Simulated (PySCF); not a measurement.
# BP₂H₅: NMR shifts, electronic excitations and K edges in gas and solvents

Aim: compute the NMR shifts, electronic excitations and K edges of BP₂H₅ (`PBP`), and see what a dielectric continuum does where one was used.

Programs: PySCF 2.14.0, with density-fitted response routines of our own. Each step states its level of theory. These are calculated values for one molecule, in the gas phase or a continuum, unless marked as measured. Atoms are numbered from 0 throughout.

### Step 1. The starting structure

8 atoms, charge 0, multiplicity 1; geometry from: GFN2-xTB.

Bonds of the start (Å): P0–B1 1.87, B1–P2 1.87, P0–H3 1.38, P0–H4 1.38, B1–H5 1.17, P2–H6 1.38, P2–H7 1.38.

### Step 2. Relaxing the molecule at PBE0-D3(BJ)/def2-SVP

Job settings and geometry (Å):

```
{"job": {"xc": "PBE0", "basis": "def2-SVP", "d3": "d3bj", "grid": 1, "kind": "geom"}, "charge": 0, "multiplicity": 1}
P     -1.573265     0.346888     0.336619
B      0.054613    -0.567831     0.321584
P      1.533305     0.105329    -0.599701
H     -1.558180     0.922574    -0.920176
H     -2.448085    -0.672383     0.016650
H      0.150282    -1.582009     0.899718
H      2.513729    -0.008073     0.365909
H      1.336659     1.464917    -0.445169
```

Output:

```text
step   0  E = -710.01232921  max force = 0.018847
step   1  E = -710.01653095  max force = 0.005277
step   2  E = -710.01674341  max force = 0.001196
step   3  E = -710.01676581  max force = 0.000527
step   4  E = -710.01677196  max force = 0.000297
optimisation converged
```

It took 5.5 s on 1 thread, shared host.

Step by step:

| step | energy from step 0 (eV) | largest force component (eV/Å) |
| --- | --- | --- |
| 0 | 0.0000 | 0.9692 |
| 1 | -0.1143 | 0.2714 |
| 2 | -0.1201 | 0.0615 |
| 3 | -0.1207 | 0.0271 |
| 4 | -0.1209 | 0.0153 |

Close pairs (by a distance rule), those that changed most:

| bond | before (Å) | after (Å) | change (Å) |
| --- | --- | --- | --- |
| P2–H6 | 1.381 | 1.421 | +0.040 |
| P0–H4 | 1.381 | 1.421 | +0.040 |
| P0–H3 | 1.382 | 1.422 | +0.039 |
| P2–H7 | 1.382 | 1.421 | +0.039 |
| B1–H5 | 1.171 | 1.207 | +0.036 |
| P0–B1 | 1.867 | 1.879 | +0.011 |
| B1–P2 | 1.868 | 1.879 | +0.011 |

The final coordinates are the input of the step that follows.

| at the end point | value |
| --- | --- |
| point group (found at 0.08 Å tolerance) | C2 |
| rotational constants (GHz, main isotopes) | 27.845, 2.673, 2.508 |
| dipole moment (D) | 0.23 |

### Step 3. Shielding tensors: PBE0/pcSseg-1 in chloroform

Job settings and geometry (Å):

```
{"job": {"kind": "nmr", "xc": "PBE0", "basis": "pcSseg-1", "solvent": "chloroform", "pop": true}, "charge": 0, "multiplicity": 1}
P     -1.580864     0.242437     0.337508
B      0.095327    -0.606146     0.328361
P      1.616251     0.069697    -0.543196
H     -1.603489     0.925703    -0.908852
H     -2.460465    -0.826753     0.017614
H      0.201912    -1.652831     0.920815
H      2.617750    -0.061539     0.456332
H      1.426592     1.477008    -0.481240
```

Method: GIAO PBE0/pcSseg-1 NMR shielding, non-relativistic, IEF-PCM chloroform.

Output:

```text
coarse grid: 7440 points
cycle   1  E = -710.1867588103  dE = -1.775e-02  |g| = 1.500e-01  |ddm| = 2.420e+00
cycle   2  E = -710.1890161593  dE = -2.257e-03  |g| = 1.285e-01  |ddm| = 4.001e-01
cycle   3  E = -710.1951341390  dE = -6.118e-03  |g| = 2.833e-02  |ddm| = 1.899e-01
cycle   4  E = -710.1954010608  dE = -2.669e-04  |g| = 8.510e-03  |ddm| = 4.081e-02
cycle   5  E = -710.1954216895  dE = -2.063e-05  |g| = 1.640e-03  |ddm| = 1.288e-02
cycle   6  E = -710.1954222016  dE = -5.121e-07  |g| = 1.409e-04  |ddm| = 2.234e-03
final grid: 61920 points
cycle   7  E = -710.2126737347  dE = -1.308e-05  |g| = 3.788e-03  |ddm| = 1.834e-02
cycle   8  E = -710.2126723493  dE =  1.385e-06  |g| = 4.333e-03  |ddm| = 8.937e-03
cycle   9  E = -710.2126782271  dE = -5.878e-06  |g| = 3.406e-04  |ddm| = 4.969e-03
cycle  10  E = -710.2126782661  dE = -3.898e-08  |g| = 8.197e-05  |ddm| = 5.732e-04
cycle  11  E = -710.2126782683  dE = -2.166e-09  |g| = 1.090e-05  |ddm| = 8.837e-05
cycle  12  E = -710.2126782683  dE = -4.479e-11  |g| = 2.156e-06  |ddm| = 2.333e-05
converged SCF energy = -710.2126782683

GIAO shielding tensors (ppm)
atom      isotropic    diamagn.    paramagn.     s11        s22        s33       span
  0 P      481.301     967.817    -486.516    382.724    482.806    578.372    195.648
  1 B        7.148     198.794    -191.647   -100.336    -21.788    143.566    243.902
  2 P      481.232     967.775    -486.544    382.664    482.709    578.322    195.658
  3 H       27.597      29.628      -2.031     23.129     26.722     32.940      9.812
  4 H       27.456      28.774      -1.318     23.156     24.534     34.678     11.522
  5 H       22.161      29.384      -7.223     14.697     25.856     25.931     11.235
  6 H       27.453      28.734      -1.280     23.153     24.534     34.674     11.521
  7 H       27.598      29.609      -2.011     23.132     26.719     32.944      9.812
```

Wall time 3.5 s (1 thread, shared host).

The references, computed at this level on geometries of the same kind, shield at (ppm): ¹H TMS 31.25, ³¹P PH3 585.9, ¹¹B BF3·OEt2 101.2. Their shielding less the atom's gives the shift. The references are single molecules in the same continuum, so shifts against H2O, NH3, PH3, H3PO4 or CFCl3 are not on the usual liquid scales and can be off by tens of ppm. Atoms listed in one row are averaged.

| atoms | environment | σ (ppm) | δ (ppm) |
| --- | --- | --- | --- |
| H5 | hydrogen on a boron bonded to 2 P | 22.16 | 9.09 |
| H3, H4, H6, H7 | hydrogen on a phosphorus bonded to B | 27.53 | 3.72 |
| P0, P2 | phosphorus bonded to B, 2 H | 481.3 | 104.6 |
| B1 | boron bonded to 2 P, H | 7.1 | 94.0 |

The run also stored atomic charges by several schemes (e):

| atoms | Mulliken | IAO | Hirshfeld | ESP fit |
| --- | --- | --- | --- | --- |
| P0, P2 | -0.13 | 0.11 | 0.01 | -0.40 |
| B1 | -0.16 | -0.31 | 0.02 | 0.17 |

Mayer bond orders: P0–B1 1.19, B1–P2 1.19.

### Step 4. Excited states and response: CAM-B3LYP/def2-SVPD

The job, as its differences from that of step 3:

```diff
@@ -1,2 +1,2 @@
-{"job": {"kind": "nmr", "xc": "PBE0", "basis": "pcSseg-1", "solvent": "chloroform", "pop": true}, "charge": 0, "multiplicity": 1}
+{"job": {"kind": "uv", "xc": "CAM-B3LYP", "basis": "def2-SVPD", "dynamic": true, "nstates": 6, "ntriplets": 0}, "charge": 0, "multiplicity": 1}
 P     -1.580864     0.242437     0.337508
```

Method: TDDFT CAM-B3LYP/def2-SVPD, vertical, gas phase, core orbitals frozen in the response.

Output:

```text
coarse grid: 7440 points
cycle   1  E = -710.2111117077  dE = -2.518e-02  |g| = 1.341e-01  |ddm| = 2.893e+00
cycle   2  E = -710.2208595774  dE = -9.748e-03  |g| = 5.011e-02  |ddm| = 4.828e-01
cycle   3  E = -710.2218150191  dE = -9.554e-04  |g| = 1.706e-02  |ddm| = 1.311e-01
cycle   4  E = -710.2219452026  dE = -1.302e-04  |g| = 5.420e-03  |ddm| = 4.585e-02
cycle   5  E = -710.2219564315  dE = -1.123e-05  |g| = 1.712e-03  |ddm| = 8.954e-03
cycle   6  E = -710.2219578218  dE = -1.390e-06  |g| = 3.560e-04  |ddm| = 3.790e-03
final grid: 61920 points
cycle   7  E = -710.3026985805  dE = -4.424e-06  |g| = 6.097e-04  |ddm| = 1.796e-02
cycle   8  E = -710.3026986617  dE = -8.120e-08  |g| = 4.770e-04  |ddm| = 2.218e-03
cycle   9  E = -710.3026987419  dE = -8.026e-08  |g| = 7.192e-05  |ddm| = 7.537e-04
cycle  10  E = -710.3026987443  dE = -2.319e-09  |g| = 2.302e-05  |ddm| = 1.692e-04
cycle  11  E = -710.3026987445  dE = -2.121e-10  |g| = 3.857e-06  |ddm| = 5.213e-05
converged SCF energy = -710.3026987445

Static polarisability (au): isotropic 72.965, principal 57.035 65.270 96.589

Singlet excitations
state   eV       nm        f      main configurations
  1   4.9118    252.4   0.02005   H-1->L 0.92
  2   4.9336    251.3   0.21437   H->L 0.95
  3   6.1229    202.5   0.01977   H-2->L 0.94
  4   6.4487    192.3   0.00026   H->L+1 0.89
  5   6.7064    184.9   0.01809   H->L+2 0.48, H-1->L+1 0.22, H-1->L+3 0.17
  6   6.8092    182.1   0.12156   H-1->L+1 0.62, H->L+2 0.22
```

Wall time 3.8 s (1 thread, shared host).

The orbitals next to the gap, with their largest atomic shares:

| orbital | eV | atoms |
| --- | --- | --- |
| HOMO−3 | -11.32 | P2 26 %, P0 26 %, B1 23 % |
| HOMO−2 | -10.84 | B1 33 %, H5 21 %, P0 14 % |
| HOMO−1 | -8.94 | P0 31 %, P2 31 %, B1 23 % |
| HOMO | -8.56 | P2 35 %, P0 35 %, B1 13 % |
| LUMO | -0.66 | B1 45 %, P2 18 %, P0 18 % |
| LUMO+1 | 0.88 | B1 44 %, P2 14 %, P0 14 % |
| LUMO+2 | 1.55 | P0 27 %, P2 27 %, B1 15 % |

With each of the 6 states as a Gaussian band of 0.4 eV half-width at 1/e, the curve within the window shown has maxima at 251 nm (ε 9,500), 182 nm (ε 5,700) L/(mol cm). Beyond the last state computed it falls off for lack of states. The curve at chosen wavelengths:

nm, ε (L/mol/cm) and a bar:
```
      174       3073 #########
      179       5196 ################
      183       5637 #################
      188       4443 #############
      192       3047 #########
      197       1790 ####
      201       1255 ###
      206        869 #
      210        644 #
      215        489 
      219        576 
      224       1138 ##
      228       2072 #####
      233       3857 ###########
      237       5599 #################
      242       7697 ########################
      246       8914 ############################
      251       9490 ##############################
      255       9142 #############################
      260       7915 #########################
      264       6573 ####################
      269       4816 ##############
      273       3548 ##########
      278       2273 ######
      282       1521 ###
      287        875 #
```

Further results of this job:

| property | computed |
| --- | --- |
| dipole moment (D) | 0.14 |
| polarisability (Å³) | 10.81 |
| HOMO–LUMO gap (eV) | 7.90 |
| −ε(HOMO) (eV) | 8.56 |
| C6 with itself (au) | 1626 |

### Step 5. Excited states and response: CAM-B3LYP/def2-SVPD in chloroform

The job, as its differences from that of step 4:

```diff
@@ -1,2 +1,2 @@
-{"job": {"kind": "uv", "xc": "CAM-B3LYP", "basis": "def2-SVPD", "dynamic": true, "nstates": 6, "ntriplets": 0}, "charge": 0, "multiplicity": 1}
+{"job": {"kind": "uv", "xc": "CAM-B3LYP", "basis": "def2-SVPD", "solvent": "chloroform", "nstates": 6, "ntriplets": 0}, "charge": 0, "multiplicity": 1}
 P     -1.580864     0.242437     0.337508
```

Level: TDDFT CAM-B3LYP/def2-SVPD, vertical, IEF-PCM chloroform (non-equilibrium linear response), core orbitals frozen in the response.

Output:

```text
coarse grid: 7440 points
cycle   1  E = -710.2138498172  dE = -2.747e-02  |g| = 1.282e-01  |ddm| = 2.893e+00
cycle   2  E = -710.2232099551  dE = -9.360e-03  |g| = 3.990e-02  |ddm| = 4.391e-01
cycle   3  E = -710.2238736095  dE = -6.637e-04  |g| = 1.488e-02  |ddm| = 1.210e-01
cycle   4  E = -710.2239763520  dE = -1.027e-04  |g| = 4.025e-03  |ddm| = 4.153e-02
cycle   5  E = -710.2239836119  dE = -7.260e-06  |g| = 1.282e-03  |ddm| = 8.331e-03
final grid: 61920 points
cycle   6  E = -710.3047214462  dE = -4.706e-06  |g| = 9.328e-04  |ddm| = 1.949e-02
cycle   7  E = -710.3047216069  dE = -1.608e-07  |g| = 6.981e-04  |ddm| = 2.725e-03
cycle   8  E = -710.3047217880  dE = -1.810e-07  |g| = 8.495e-05  |ddm| = 1.058e-03
cycle   9  E = -710.3047217933  dE = -5.317e-09  |g| = 1.559e-05  |ddm| = 2.681e-04
cycle  10  E = -710.3047217936  dE = -3.492e-10  |g| = 5.707e-06  |ddm| = 6.222e-05
converged SCF energy = -710.3047217936

Static polarisability (au): isotropic 95.627, principal 74.787 85.628 126.465

Singlet excitations
state   eV       nm        f      main configurations
  1   4.8363    256.4   0.30157   H->L 0.96
  2   4.8638    254.9   0.02814   H-1->L 0.93
  3   6.0627    204.5   0.02645   H-2->L 0.95
  4   6.4833    191.2   0.00026   H->L+1 0.89
  5   6.7242    184.4   0.02674   H->L+2 0.53, H-1->L+3 0.17, H-1->L+1 0.16
  6   6.8225    181.7   0.17830   H-1->L+1 0.68, H->L+2 0.18
```

Run time: 3.5 s. Hardware: 1 thread, shared host.

This run: HOMO -8.47 eV, LUMO -0.55 eV; lowest singlet 4.84 eV.

### Step 6. K-edge absorption: BHandHLYP/def2-SVPD+aug-pcX-1+pcseg-1

The job, as its differences from that of step 5:

```diff
@@ -1,2 +1,2 @@
-{"job": {"kind": "uv", "xc": "CAM-B3LYP", "basis": "def2-SVPD", "solvent": "chloroform", "nstates": 6, "ntriplets": 0}, "charge": 0, "multiplicity": 1}
+{"job": {"kind": "xas", "xc": "BHandHLYP", "basis": {"default": "aug-pcX-1", "H": "pcseg-1", "P": "def2-SVPD"}}, "charge": 0, "multiplicity": 1}
 P     -1.580864     0.242437     0.337508
```

Method: core-valence-separated TDA BHandHLYP/aug-pcX-1 H:pcseg-1 P:def2-SVPD, K edges, non-relativistic, gas phase.

Output:

```text
coarse grid: 7440 points
cycle   1  E = -710.2418347671  dE = -2.543e-02  |g| = 1.448e-01  |ddm| = 2.582e+00
cycle   2  E = -710.2531649382  dE = -1.133e-02  |g| = 5.045e-02  |ddm| = 3.220e-01
cycle   3  E = -710.2540877437  dE = -9.228e-04  |g| = 2.501e-02  |ddm| = 1.362e-01
cycle   4  E = -710.2543385802  dE = -2.508e-04  |g| = 7.464e-03  |ddm| = 4.269e-02
cycle   5  E = -710.2543593569  dE = -2.078e-05  |g| = 1.147e-03  |ddm| = 1.099e-02
cycle   6  E = -710.2543603031  dE = -9.462e-07  |g| = 3.160e-04  |ddm| = 3.483e-03
final grid: 61920 points
cycle   7  E = -710.3078867192  dE = -1.190e-05  |g| = 1.002e-03  |ddm| = 9.563e-03
cycle   8  E = -710.3078868072  dE = -8.800e-08  |g| = 5.228e-04  |ddm| = 2.119e-03
cycle   9  E = -710.3078868891  dE = -8.184e-08  |g| = 1.691e-04  |ddm| = 9.272e-04
cycle  10  E = -710.3078868997  dE = -1.066e-08  |g| = 3.193e-05  |ddm| = 2.367e-04
cycle  11  E = -710.3078869001  dE = -3.861e-10  |g| = 5.153e-06  |ddm| = 5.696e-05
converged SCF energy = -710.3078869001

B K edge
   eV          f      from atoms
  185.906   0.08478   B1
  191.109   0.00751   B1
  191.325   0.01005   B1
  191.463   0.00851   B1
  191.975   0.00266   B1
  192.193   0.00033   B1
  192.612   0.00932   B1
  192.826   0.00792   B1
```

Run time: 1.7 s. Hardware: 1 thread, shared host.

### Step 7. Comparing the runs: electronic excitations

Excitations and ground-state properties, with basis size and wall time:

| run | lowest singlet (eV) | brightest (eV) | f | gap (eV) | α (Å³) | μ (D) | functions | time |
| --- | --- | --- | --- | --- | --- | --- | --- | --- |
| CAM-B3LYP/def2-SVPD | 4.91 | 4.93 | 0.214 | 7.90 | 10.81 | 0.14 | 108 | 3.8 s |
| CAM-B3LYP/def2-SVPD in chloroform | 4.84 | 4.84 | 0.302 | 7.92 | 14.17 | 0.21 | 108 | 3.5 s |

### Step 8. Outcome

```
                                                                           quantity                                                  value
                                                                        point group                                                     C2
                                               rotational constants (main isotopes)                                  27.84, 2.67, 2.51 GHz
 ¹H shifts against TMS (PBE0/pcSseg-1, chloroform, means over atoms taken as alike)                                         9.09, 3.72 ppm
³¹P shifts against PH3 (PBE0/pcSseg-1, chloroform, means over atoms taken as alike)                                              104.6 ppm
                            ¹¹B shifts against BF3·OEt2 (PBE0/pcSseg-1, chloroform)                                               94.0 ppm
                                               lowest singlet (CAM-B3LYP/def2-SVPD)                            4.91 eV (252 nm), f = 0.020
                                           brightest single state of those computed                            state 2, 4.93 eV, f = 0.214
                                                                           B K edge  first line 185.91 eV, strongest 185.91 eV (f = 0.085)
                                                        range of the lowest singlet                                        4.84 to 4.91 eV
```

What this shows: Over 4 steps the energy fell by 0.121 eV; of the close pairs, P2–H6 changed most, 1.381 to 1.421 Å. At PBE0/pcSseg-1: The largest span, 244 ppm, is at B1, where the paramagnetic term is -192 ppm. The first singlet state (HOMO−1→LUMO 0.92) lies at 4.91 eV and is weak; of the 6 states computed, the strongest absorption comes from state 2 at 4.93 eV (the last state computed is bright too, and its partners may lie past the list). At the B edge the strongest single line lifts a 1s electron of B1 into LUMO (weight 0.91), and it is the first line. Absolute edge energies from this method are off by several eV; spacings are better. The lowest singlet runs from 4.84 eV (CAM-B3LYP/def2-SVPD in chloroform) to 4.91 eV (CAM-B3LYP/def2-SVPD), while the orbital gap spans 7.90 to 7.92 eV. The lowest state need not be the same one in every run.
